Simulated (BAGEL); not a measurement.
# Si3H6 (SMILES [SiH2]1[SiH2][SiH2]1): HF/6-31G(d) (density fitting with qzvpp-jkfit, spherical functions)

What is the vertical singlet–triplet gap of Si3H6 at HF/6-31G* (density fitting with qzvpp-jkfit, spherical functions)? 

The calculation is run with BAGEL 1.2.2.

**1. The molecule**

Si3H6 has 9 atoms, charge 0, and is taken as a singlet. As SMILES, `[SiH2]1[SiH2][SiH2]1`. The coordinates come from a PBE0-D4/def2-TZVP relaxation.

Bond lengths: Si1–Si2 2.330 Å, Si1–Si3 2.330 Å, Si2–Si3 2.330 Å, Si1–H4 1.484 Å, Si1–H5 1.484 Å, Si2–H6 1.484 Å, Si2–H7 1.484 Å, Si3–H8 1.484 Å, Si3–H9 1.484 Å. Some angles: Si1–Si2–Si3 60.0°, Si2–Si1–Si3 60.0°, Si1–Si3–Si2 60.0°, Si1–Si2–H6 118.6°, Si1–Si2–H7 118.5°, Si3–Si2–H6 118.6°, Si3–Si2–H7 118.5°, Si2–Si1–H4 118.5°, Si2–Si1–H5 118.5°, Si3–Si1–H4 118.5°.

**2. A single-point energy at HF/6-31G(d) (density fitting with qzvpp-jkfit, spherical functions)**

job.json reads:

```json
{ "bagel" : [

{
  "title" : "molecule",
  "basis" : "6-31gs.json",
  "df_basis" : "qzvpp-jkfit",
  "angstrom" : "true",
  "geometry" : [
    { "atom" : "Si", "xyz" : [   -1.199300,   -0.172100,   -0.584000 ] },
    { "atom" : "Si", "xyz" : [    0.903000,    0.831000,   -0.550500 ] },
    { "atom" : "Si", "xyz" : [    0.296900,   -0.660200,    1.133600 ] },
    { "atom" : "H", "xyz" : [   -1.471300,   -1.214000,   -1.604800 ] },
    { "atom" : "H", "xyz" : [   -2.386800,    0.661400,   -0.273000 ] },
    { "atom" : "H", "xyz" : [    1.910400,    0.400500,   -1.551100 ] },
    { "atom" : "H", "xyz" : [    0.993300,    2.274300,   -0.218200 ] },
    { "atom" : "H", "xyz" : [    0.935100,   -1.999400,    1.160100 ] },
    { "atom" : "H", "xyz" : [    0.018700,   -0.121600,    2.487900 ] }
  ]
},
{ "title" : "hf" },
{ "title" : "print", "file" : "orbitals.molden", "orbitals" : "true" }

]}
```

The basis set 6-31G* is read from a file made from the Basis Set Exchange's data (not shown).

Started as:

```sh
$ BAGEL_NUM_THREADS=1 BAGEL job.json > job.out
```

Standard output:

```text
* using 1 threads per process

  ===============================================================
  ===============================================================

  *** Geometry ***

  { "atom" : "Si", "xyz" : [     -2.266349,     -0.325222,     -1.103600 ] },
  { "atom" : "Si", "xyz" : [      1.706423,      1.570362,     -1.040294 ] },
  { "atom" : "Si", "xyz" : [      0.561060,     -1.247597,      2.142194 ] },
  { "atom" : "H", "xyz" : [     -2.780354,     -2.294128,     -3.032632 ] },
  { "atom" : "H", "xyz" : [     -4.510398,      1.249865,     -0.515895 ] },
  { "atom" : "H", "xyz" : [      3.610133,      0.756835,     -2.931154 ] },
  { "atom" : "H", "xyz" : [      1.877065,      4.297804,     -0.412338 ] },
  { "atom" : "H", "xyz" : [      1.767083,     -3.778318,      2.192271 ] },
  { "atom" : "H", "xyz" : [      0.035338,     -0.229791,      4.701450 ] },

  Number of auxiliary basis functions:      492

  Since a DF basis is specified, we compute 2- and 3-index integrals:
    o Being stored without compression. Storage requirement is 0.017 GB

  Number of basis functions:       66
  Number of electrons      :       48

    * METHOD: MOLECULE                             0.23

  *** RHF ***

  === Nuclear Repulsion ===
   192.6106981770

      * DIIS with orbital gradients will be used.

  === RHF iteration (6-31gs.json) ===
      0       -870.12286120          0.00892564           0.05
      1       -870.17328167          0.00288922           0.05
      2       -870.17805443          0.00081303           0.05
      3       -870.17841270          0.00009754           0.05
      4       -870.17842052          0.00002102           0.05
      5       -870.17842092          0.00000367           0.05
      6       -870.17842094          0.00000082           0.05
      7       -870.17842094          0.00000019           0.05
      8       -870.17842095          0.00000003           0.05
      9       -870.17842095          0.00000000           0.05
    * SCF iteration converged.

    * Permanent dipole moment:
           (   -0.000546,     0.001208,     0.000850) a.u.

    * METHOD: HF                                   0.61

    * METHOD: PRINT                                0.02

  ===============================================================
```

Wall time 1.1 s (1 thread of AMD EPYC 7B13 (Zen 3), shared host); peak memory 0.1 GiB.

**3. The triplet**

hf.json reads:

```json
{ "bagel" : [

{
  "title" : "molecule",
  "basis" : "6-31gs.json",
  "df_basis" : "qzvpp-jkfit",
  "angstrom" : "true",
  "geometry" : [
    { "atom" : "Si", "xyz" : [      -1.199300,      -0.172100,      -0.584000 ] },
    { "atom" : "Si", "xyz" : [       0.903000,       0.831000,      -0.550500 ] },
    { "atom" : "Si", "xyz" : [       0.296900,      -0.660200,       1.133600 ] },
    { "atom" : "H", "xyz" : [      -1.471300,      -1.214000,      -1.604800 ] },
    { "atom" : "H", "xyz" : [      -2.386800,       0.661400,      -0.273000 ] },
    { "atom" : "H", "xyz" : [       1.910400,       0.400500,      -1.551100 ] },
    { "atom" : "H", "xyz" : [       0.993300,       2.274300,      -0.218200 ] },
    { "atom" : "H", "xyz" : [       0.935100,      -1.999400,       1.160100 ] },
    { "atom" : "H", "xyz" : [       0.018700,      -0.121600,       2.487900 ] }
  ]
},

{
  "title" : "uhf",
  "charge" : 0,
  "nopen" : 2
},

{
  "title" : "print",
  "file" : "orbitals.molden",
  "orbitals" : "true"
}

]}
```

The basis set 6-31G* is read from a file made from the Basis Set Exchange's data (not shown).

Started as:

```sh
$ BAGEL_NUM_THREADS=1 BAGEL hf.json > hf.out
```

Standard output:

```text
* using 1 threads per process

  ===============================================================
  ===============================================================

  *** Geometry ***

  { "atom" : "Si", "xyz" : [     -2.266349,     -0.325222,     -1.103600 ] },
  { "atom" : "Si", "xyz" : [      1.706423,      1.570362,     -1.040294 ] },
  { "atom" : "Si", "xyz" : [      0.561060,     -1.247597,      2.142194 ] },
  { "atom" : "H", "xyz" : [     -2.780354,     -2.294128,     -3.032632 ] },
  { "atom" : "H", "xyz" : [     -4.510398,      1.249865,     -0.515895 ] },
  { "atom" : "H", "xyz" : [      3.610133,      0.756835,     -2.931154 ] },
  { "atom" : "H", "xyz" : [      1.877065,      4.297804,     -0.412338 ] },
  { "atom" : "H", "xyz" : [      1.767083,     -3.778318,      2.192271 ] },
  { "atom" : "H", "xyz" : [      0.035338,     -0.229791,      4.701450 ] },

  Number of auxiliary basis functions:      492

  Since a DF basis is specified, we compute 2- and 3-index integrals:
    o Being stored without compression. Storage requirement is 0.017 GB

  Number of basis functions:       66
  Number of electrons      :       48

    * METHOD: MOLECULE                             0.24

  *** Open-shell HF ***

  === Nuclear Repulsion ===
   192.6106981770

      * DIIS with orbital gradients will be used.

  === UHF iteration (6-31gs.json) ===
      0       -869.94374792          0.01658311           0.10
      1       -870.00109086          0.00564401           0.10
      2       -870.00748685          0.00194679           0.10
      3       -870.00858138          0.00093701           0.10
      4       -870.00891591          0.00036540           0.10
      5       -870.00904136          0.00015826           0.10
      6       -870.00906567          0.00006270           0.12
      7       -870.00907070          0.00003061           0.10
      8       -870.00907219          0.00001292           0.10
      9       -870.00907251          0.00001104           0.10
     10       -870.00907275          0.00001025           0.09
     11       -870.00907300          0.00000949           0.09
     12       -870.00907375          0.00000706           0.10
     13       -870.00907420          0.00000451           0.10
     14       -870.00907444          0.00000248           0.10
     15       -870.00907448          0.00000163           0.09
     16       -870.00907451          0.00000046           0.10
     17       -870.00907451          0.00000013           0.13
     18       -870.00907451          0.00000008           0.09
     19       -870.00907451          0.00000004           0.09
     20       -870.00907451          0.00000003           0.09
     21       -870.00907451          0.00000002           0.09
     22       -870.00907451          0.00000001           0.09
    * SCF iteration converged.

    * S^2 (UHF) is 2.0179

    * Permanent dipole moment:
           (   -0.289294,    -0.042315,    -0.141649) a.u.

    * METHOD: UHF                                  2.38

    * METHOD: PRINT                                0.02

  ===============================================================
```

It took 2.9 s on 1 thread of AMD EPYC 7B13 (Zen 3), shared host; peak memory 0.1 GiB.

**4. What came out**

At HF/6-31G* (density fitting with qzvpp-jkfit, spherical functions):

```
                                        quantity          value
                           singlet: total energy  -870.17842 Eh
                          singlet: dipole moment         0.00 D
                            singlet: HOMO energy       -9.07 eV
                            singlet: LUMO energy        2.67 eV
                          singlet: HOMO–LUMO gap       11.74 eV
                           triplet: total energy  -870.00907 Eh
                          triplet: dipole moment         0.83 D
                                   triplet: ⟨S²⟩          2.018
vertical energy of the triplet above the singlet       4.608 eV
```

In words: At this shape the triplet lies 4.61 eV (106 kcal/mol) above the singlet.
